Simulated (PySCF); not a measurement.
# How the method moves the adiabatic energies of losing or gaining an electron of methylammonium

Structure: `C[NH3+]` ([CH6N]+).

All levels share the PBE0-D3(BJ)/def2-SVP structures and the PBE0-D3(BJ)/def2-SVP thermal terms; only the single-point energies (PySCF) change. Values are adiabatic energies of losing or gaining an electron (0 K, eV).

```csv
level,recombination energy to the radical,time
PBE0-D3(BJ)/6-31G*,3.14,4.7 s
PBE0-D3(BJ)/6-31G,3.17,4 s
PBE0-D3(BJ)/cc-pVDZ,3.55,6.5 s
PBE0-D3(BJ)/def2-SVP,3.57,6 s
PBE0-D3(BJ)/def2-SV(P),3.64,4.7 s
PBE0-D3(BJ)/pcseg-1,3.85,6.2 s
M06-L/ma-def2-TZVP (grid 3),3.99,40 s
PBE0-D3(BJ)/def2-SVPD,4.08,9.9 s
B97-2/ma-def2-TZVP,4.12,13 s
PBE0-D3(BJ)/ma-def2-SVP,4.21,7 s
ωB97X-D3(BJ)/ma-def2-TZVP,4.26,15 s
PBE0-D3(BJ)/pcseg-2,4.26,15 s
M06/ma-def2-TZVP (grid 3),4.26,35 s
BHandHLYP/ma-def2-TZVP,4.27,12 s
ωB97M-D3(BJ)/ma-def2-TZVP (grid 3),4.33,35 s
M06-2X/ma-def2-TZVP (grid 3),4.33,35 s
OPBE/ma-def2-TZVP,4.34,19 s
TPSSh-D3(BJ)/ma-def2-TZVP (grid 3),4.34,37 s
PBE0-D3(BJ)/6-311+G**,4.35,8.9 s
PBE0-D3(BJ)/jun-cc-pV(T+d)Z,4.40,22 s
PBE0-D3(BJ)/ma-def2-TZVP,4.45,–
CAM-B3LYP-D3(BJ)/ma-def2-TZVP,4.46,13 s
HSE06/ma-def2-TZVP,4.47,22 s
"PBE0-D3(BJ)/6-311++G(2d,2p)",4.47,12 s
PBE0-D3(BJ)/aug-cc-pVDZ,4.50,11 s
PBE0-D3(BJ)/aug-pcseg-1,4.51,11 s
B3LYP-D3(BJ)/ma-def2-TZVP,4.59,12 s
BLYP-D3(BJ)/ma-def2-TZVP,4.62,19 s
PBE-D3(BJ)/ma-def2-TZVP,4.65,17 s
BP86-D3(BJ)/ma-def2-TZVP,4.73,17 s
LDA/ma-def2-TZVP,4.79,13 s
```

Times are wall times for all single points of a level on 1 thread of Intel Xeon Platinum 8375C @ 2.90GHz, a shared host; the dash marks the run that also made the structures. BLYP, BP86, HSE06, LDA, M06-L, OPBE, PBE ran on a slower path of this set-up, which computes the density-fitting integrals anew in every SCF cycle while the other levels store them. So the times needn't show the usual order of cost, and those levels read slower than they are.

At B3LYP-D3(BJ)/ma-def2-TZVP, PBE0-D3(BJ)/6-311+G**, M06-2X/ma-def2-TZVP (grid 3), PBE0-D3(BJ)/pcseg-2, ωB97X-D3(BJ)/ma-def2-TZVP, HSE06/ma-def2-TZVP, PBE0-D3(BJ)/ma-def2-SVP, TPSSh-D3(BJ)/ma-def2-TZVP (grid 3) and more a relaxed species lies above the same state at the other structure, so the structures fit those levels poorly.

The spread: 1.65 eV, from 3.14 to 4.79.

Caveats: the relaxed radical lies 0.04 eV above the vertical state at PBE0-D3(BJ)/ma-def2-TZVP, which can't hold for one state at its own minimum: the structure, made at another level, misses this level's minimum.
